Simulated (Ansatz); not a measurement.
# CH₂+ (doublet): wave-function methods side by side, cc-pVDZ

How much of the correlation energy of CH₂+ (doublet) does each wave-function method recover here?

Program: Ansatz 0.2.0, Gaussian basis. Level of theory: cc-pVDZ, core rule «outside noble gas», up to 1 orbitals frozen. These are calculated values, not measurements.

The runs, in order: UHF; CCSD(T) on ROHF; CCSD(T) on UHF; BCCD(T) on ROHF; CISD as a restricted active space (open shells left free, so some higher excitations enter); CCSDT(Q) on ROHF; CCSDT(Q) on UHF; CISDTQ; CCSDTQ on ROHF; CCSDTQ on UHF; CASSCF and MRCISD+Q, 5 electrons in 6 orbitals; CASSCF and NEVPT2, 5 electrons in 6 orbitals; Full CI.

25 further runs of the same task are left out: 6 that didn't finish, 19 set aside as unsound or not needed. Runs told in other sessions of the task aren't counted.

## 1. The system

The geometry is a PBE0/def2-TZVP stationary point (not a proven minimum) of the parent state, kept for this charge and spin.

3 atoms, charge 1, spin multiplicity 2.

Atoms are counted from 1 here; the program's logs count them from 0.

Bond lengths: C1–H2 1.079 Å, C1–H3 1.079 Å. Angles: H2–C1–H3 134.8°.

## 2. UHF

in.yaml reads:

```yaml
crystal:
  periodic: [false, false, false]
  atoms:
    - {symbol: C, position_ang: [0.000000, -0.059567, 0.000000]}
    - {symbol: H, position_ang: [0.000000, 0.354901, -0.996161]}
    - {symbol: H, position_ang: [0.000000, 0.354901, 0.996161]}
basis:
  gaussian: {orbitals: cc-pVDZ}
total_charge: 1
magnetization: {spin_polarized: true, initial_magnetization: 1}
hamiltonian: {xc: hf}
output: {orbitals: {seedname: orbitals}}
```

Command:

```bash
$ ansatz run in.yaml --threads 1 --pin off --events-out ev --progress --plain --max-ram 2393MiB
```

After this run come: CCSD(T) on ROHF; CCSD(T) on UHF; BCCD(T) on ROHF; CISD as a restricted active space (open shells left free, so some higher excitations enter); CCSDT(Q) on ROHF; CCSDT(Q) on UHF; CISDTQ; CCSDTQ on ROHF; CCSDTQ on UHF; CASSCF and MRCISD+Q, 5 electrons in 6 orbitals; CASSCF and NEVPT2, 5 electrons in 6 orbitals; Full CI.

Before running them: what should the planned runs give, taken together? Wanted: FCI from the RHF energy; RMP2 from FCI; UMP2 from FCI; RCCSD from FCI; RCCSD(T) from FCI; UCCSD(T) from FCI; RCCSDT(Q) from FCI; UCCSDT(Q) from FCI; NEVPT2 valence from FCI.

As calculated:

| quantity | value |
| --- | --- |
| FCI from the ROHF energy | -2.7059 eV |
| RMP2 from FCI | +614.5 meV |
| UMP2 from FCI | +609.7 meV |
| RCCSD from FCI | +45.6 meV |
| RCCSD(T) from FCI | +10.5 meV |
| UCCSD(T) from FCI | +10.1 meV |
| RCCSDT(Q) from FCI | +0.1 meV |
| UCCSDT(Q) from FCI | -0.3 meV |
| NEVPT2 valence from FCI | +359.0 meV |
| MRCISD+Q valence from FCI | -0.2 meV |
| levels within 1 kcal/mol (43 meV) | RCCSD(T), UCCSD(T), BCCD(T), RCCSDT, UCCSDT, CISDTQ, RCCSDT(Q), UCCSDT(Q), RCCSDTQ, UCCSDTQ, MRCISD valence, MRCISD+Q valence |
| T1 diagnostic | 0.013 |
| effectively unpaired electrons | 1.02 |

What this shows: RCCSD(T) misses by +10.5 meV, 0.4 % of the correlation energy. One determinant dominates. Of the multireference levels listed MRCISD+Q valence comes nearest in total energy (-0.2 meV), which doesn't show that its space is the better one. These misses are within one basis, not against nature; the frozen cores of restricted and unrestricted runs differ, which can shift their rows.

Levels on UHF freeze UHF's core orbitals, full CI those of ROHF, so the U rows can settle a little off it for that reason alone.

With open shells the CI space here admits some higher excitations, so it is larger than plain CISD.
